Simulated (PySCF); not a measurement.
# HC≡CCF(CH3)2 (C₅H₇F): electronic excitations and core binding energies

Wanted: the electronic excitations and core binding energies of HC≡CCF(CH3)2 (C₅H₇F) (`C#CC(C)(C)F`), by calculation.

The runs use PySCF 2.14.0, with density-fitted response routines of our own; the level of theory stands in each step. All values are computed, except where a source is named. Atoms are numbered from 0 throughout.

**1. The molecule as given**

13 atoms, charge 0, multiplicity 1; geometry from: GFN2-xTB.

Bonds of the start (Å): C0–C1 1.20, C1–C2 1.46, C2–C3 1.53, C2–C4 1.53, C2–F5 1.40, C0–H6 1.05, C3–H7 1.09, C3–H8 1.09, C3–H9 1.09, C4–H10 1.09, C4–H11 1.09, C4–H12 1.09.

**2. Excited states and response: B3LYP/def2-SVPD**

The job: settings as JSON, then the geometry in Å.

```
{"job": {"kind": "uv", "xc": "B3LYP", "basis": "def2-SVPD", "nstates": 8, "ntriplets": 3}, "charge": 0, "multiplicity": 1}
C      1.977010    -1.476081     0.442667
C      1.059919    -0.802416     0.073309
C     -0.049580     0.010680    -0.408765
C     -1.379305    -0.541614     0.100608
C      0.157132     1.476347    -0.032146
F     -0.069025    -0.066364    -1.807072
H      2.777291    -2.063387     0.782731
H     -1.398132    -0.516427     1.186768
H     -1.505248    -1.569143    -0.233616
H     -2.198437     0.057642    -0.290500
H      1.090496     1.838470    -0.457510
H     -0.663076     2.074341    -0.423082
H      0.196565     1.578438     1.048880
```

With the program's defaults for keys left out, this is: TDDFT B3LYP/def2-SVPD, vertical, gas phase, core orbitals frozen in the response.

**Question.** This job is followed by: delta-SCF UKS SCAN, pcX-2 on the ionised atom, pcseg-1 elsewhere, spin-free X2C. Predict these results of the whole session: lowest singlet (B3LYP/def2-SVPD); brightest single state of those computed; lowest triplet; C1s binding energies, SCAN/pcX-2 (standing for 4 of 5 atoms); F1s binding energies, SCAN/pcX-2.

The runs gave:

```
                                                    quantity                               value
                            lowest singlet (B3LYP/def2-SVPD)         6.36 eV (195 nm), f = 0.001
                    brightest single state of those computed         state 4, 7.43 eV, f = 0.058
                                              lowest triplet                             5.43 eV
C1s binding energies, SCAN/pcX-2 (standing for 4 of 5 atoms)  C2 293.73, C3 290.92, C0 290.50 eV
                            F1s binding energies, SCAN/pcX-2                        F5 691.89 eV
```

The lowest singlet, at 6.36 eV, is HOMO→LUMO 0.95 and is dark; of the 8 states computed, the strongest absorption comes from state 4 at 7.43 eV. The lowest triplet lies 0.93 eV below the lowest singlet (triplets in Tamm-Dancoff, singlets in full TDDFT). The C1s levels kept as sound span 3.23 eV, from C0 (terminal alkyne carbon) up to C2 (propargylic fully substituted sp3 carbon bonded to F). Only 4 of the 5 C atoms are covered by sound results.
